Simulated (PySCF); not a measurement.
C6H8.
Numbering: `[CH2:1]=[C:2]1[CH2:3][CH2:4][C:5]1=[CH2:6]` (hydrogens: H7, H8 on C1; H9, H10 on C3; H11, H12 on C4; H13, H14 on C6)

Structure used (PBE0-D3(BJ)/def2-SVP), in Å, numbered top down from 1:
```xyz
14
C6H8 angstrom
C      1.9763   -0.3733   -0.4650
C      0.7045   -0.3338   -0.0601
C     -0.1844   -1.2782    0.7316
C     -1.3435   -0.2547    0.5781
C     -0.3977    0.6418   -0.2034
C     -0.5178    1.8369   -0.7868
H      2.6206   -1.2257   -0.2336
H      2.4118    0.4479   -1.0410
H     -0.3587   -2.2537    0.2520
H      0.1441   -1.4554    1.7674
H     -2.2096   -0.6172    0.0031
H     -1.7107    0.1776    1.5217
H      0.3254    2.2991   -1.3075
H     -1.4608    2.3895   -0.7620
```

Computed, not measured: core-valence-separated Tamm–Dancoff BHandHLYP/aug-pcX-1 (pcseg-1 on H) in PySCF, non-relativistic, gas phase, PBE0-D3(BJ)/def2-SVP geometry. No empirical shift is added; at this level the pattern usually sits a few eV under experiment.

Give energies, oscillator strengths and core holes at the C K edge.

```json
{"E (eV)": "282.19", "f": "0.1053", "core hole on": "C1/C6", "main final orbital": "LUMO (2 roots, f summed)"}
{"E (eV)": "282.63", "f": "0.1010", "core hole on": "C2/C5", "main final orbital": "LUMO (2 roots, f summed)"}
{"E (eV)": "284.72", "f": "0.0053", "core hole on": "C3/C4", "main final orbital": "LUMO (2 roots, f summed)"}
{"E (eV)": "285.70", "f": "0.0166", "core hole on": "C1/C6", "main final orbital": "LUMO+3 (2 roots, f summed)"}
{"E (eV)": "285.81", "f": "0.0253", "core hole on": "C3/C4", "main final orbital": "LUMO+2 (2 roots, f summed)"}
{"E (eV)": "286.22", "f": "0.0532", "core hole on": "C1/C6", "main final orbital": "LUMO+5 (2 roots, f summed)"}
{"E (eV)": "286.56", "f": "0.0250", "core hole on": "C3/C4", "main final orbital": "LUMO+1 (2 roots, f summed)"}
{"E (eV)": "286.64", "f": "0.0507", "core hole on": "C3/C4", "main final orbital": "LUMO+6 (2 roots, f summed)"}
{"E (eV)": "286.76", "f": "0.0433", "core hole on": "C2/C5", "main final orbital": "LUMO+7 (2 roots, f summed)"}
{"E (eV)": "286.92", "f": "0.0052", "core hole on": "C2/C5", "main final orbital": "LUMO+3 (2 roots, f summed)"}
{"E (eV)": "287.05", "f": "0.0193", "core hole on": "C2/C5", "main final orbital": "LUMO+2 (2 roots, f summed)"}
{"E (eV)": "287.08", "f": "0.0072", "core hole on": "C1/C6", "main final orbital": "LUMO+2 (2 roots, f summed)"}
{"E (eV)": "287.11", "f": "0.0216", "core hole on": "C1/C6", "main final orbital": "LUMO+6 (2 roots, f summed)"}
```

The first line with a tenth or more of the strongest one's intensity is at 282.19 eV (f = 0.105, sum of 2), with the hole on C1/C6 (terminal =CH2 carbon). It is also the strongest listed.

Roots within 0.03 eV whose holes lie on the same, on equivalent or on shared atoms are summed into one line, and the highest roots are left out, as the search may have cut off their partners. Final orbitals are the ground state's empty Kohn–Sham orbitals.

What is the summed oscillator strength of the listed C K lines, and their intensity-weighted mean energy?

Σf = 0.479 over 13 lines from 282.19 to 287.11 eV; the weighted mean is 284.73 eV. The strongest line holds 22 % of the sum.

The list ends where the root search ended, not at a threshold.
